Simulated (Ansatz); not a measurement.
Ligand exchange: SiH3(PH2) + BH(CH3)(SiH3) → PH(SiH3)2 + BH2(CH3)

Species: SiH3(PH2), singlet; BH(CH3)(SiH3), singlet; PH(SiH3)2, singlet; BH2(CH3), singlet. The partners trade H for SiH3: P–H and B–SiH3 bonds give way to P–SiH3 and B–H.

Shapes, held fixed at every level: PBE0-D4/def2-TZVP. Programs: Ansatz 0.2.0. The zero-point and thermal change to 298 K, harmonic and unscaled (PBE0-D4/def2-TZVP), is +2.7 kJ/mol.

**Question.** Estimate ΔH(298 K) of this reaction.

**Answer.** The highest level, CCSD(T)/CBS estimate, gives ΔH(298 K) = -44.0 kJ/mol; the levels span -50.2 to -32.5. The column of differences is taken from that level and isn't an error. No measured value is set beside it here. The CBS estimate extrapolates MP2 from def2-TZVPP and def2-QZVPP and adds CCSD(T) − MP2 in the triple-zeta set, cores frozen.

```json
{"level": "r2SCAN-D4/def2-TZVPP", "kind": "meta-GGA", "ΔH(298 K) (kJ/mol)": "-42.0", "less CCSD(T)/CBS estimate": "+2.0"}
{"level": "MP2/def2-SVP", "kind": "perturbation theory", "ΔH(298 K) (kJ/mol)": "-41.3", "less CCSD(T)/CBS estimate": "+2.7"}
{"level": "MP2/def2-TZVPP", "kind": "perturbation theory", "ΔH(298 K) (kJ/mol)": "-50.2", "less CCSD(T)/CBS estimate": "-6.2"}
{"level": "CCSD(T)/def2-SVP", "kind": "coupled cluster or CI", "ΔH(298 K) (kJ/mol)": "-33.0", "less CCSD(T)/CBS estimate": "+11.0"}
{"level": "CCSD/def2-SVP", "kind": "coupled cluster or CI", "ΔH(298 K) (kJ/mol)": "-32.5", "less CCSD(T)/CBS estimate": "+11.5"}
{"level": "CCSD(T)/def2-TZVPP", "kind": "coupled cluster or CI", "ΔH(298 K) (kJ/mol)": "-41.0", "less CCSD(T)/CBS estimate": "+3.0"}
{"level": "CCSD(T)/CBS estimate", "kind": "coupled cluster or CI", "ΔH(298 K) (kJ/mol)": "-44.0", "less CCSD(T)/CBS estimate": "0.0"}
```
